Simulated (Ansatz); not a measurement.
```yaml
crystal:
  periodic: [false, false, false]
  atoms:
    - {symbol: N, position_ang: [-0.020530, -1.779787, -0.663542]}
    - {symbol: C, position_ang: [0.161683, -0.680233, -0.004920]}
    - {symbol: N, position_ang: [0.427852, -0.514212, 1.291880]}
    - {symbol: C, position_ang: [0.414678, 0.903342, 1.318182]}
    - {symbol: C, position_ang: [0.100061, 0.644618, -0.200547]}
    - {symbol: O, position_ang: [-0.244229, 1.570736, -1.071485]}
    - {symbol: H, position_ang: [0.198879, -2.507909, -0.307775]}
    - {symbol: H, position_ang: [-0.310163, -1.635700, -1.621910]}
    - {symbol: H, position_ang: [0.425691, 1.649331, 2.017937]}
    - {symbol: H, position_ang: [-0.373239, 2.520739, -0.993308]}
basis:
  gaussian: {orbitals: "6-31++G**", final_grid: {core_spheres: 20, valence_spheres: 16, degree: 47}}
hamiltonian: {xc: {name: B3LYP-D3}}
scf: {lower_state_search: off}
output: {forces: true}
```

```sh
$ ansatz run in.yaml --threads 4 --pin off --events-out ev --progress --plain --max-ram 10444MiB
```

Output, abridged:

```
Error: YAML parse error: error: line 16 column 19: hamiltonian.xc: no functional is named "B3LYP-D3"; the names, which are not case-sensitive, are SVWN5, SPW92, PBE, PBE0, PBEsol, revPBE, revPBE0, RPBE, rPW86-PBE, HSE06, wPBEh, LC-wPBE, HISS, HF, BLYP, B3LYP, B3LYP5, BHLYP, CAM-B3LYP, r2SCAN, r2SCANh, r2SCAN0, r2SCAN50, m-r2SCAN, B97, wB97, wB97X, wB97X-V, B97M-V, wB97M-V, B2PLYP, B2GP-PLYP, PBE0-DH, PBE-QIDH
14 | basis:
15 |   gaussian: {orbitals: "6-31++G**", final_grid: {core_spheres: 20, valence_spheres:…
16 | hamiltonian: {xc: {name: B3LYP-D3}}
17 | scf: {lower_state_search: off}
18 | output: {forces: true}
```

Problem. What is wrong with this run?

Solution. The method's name isn't one that the program takes here. The input was rejected before any iteration.

HSE06 is defined as in plane-wave codes.
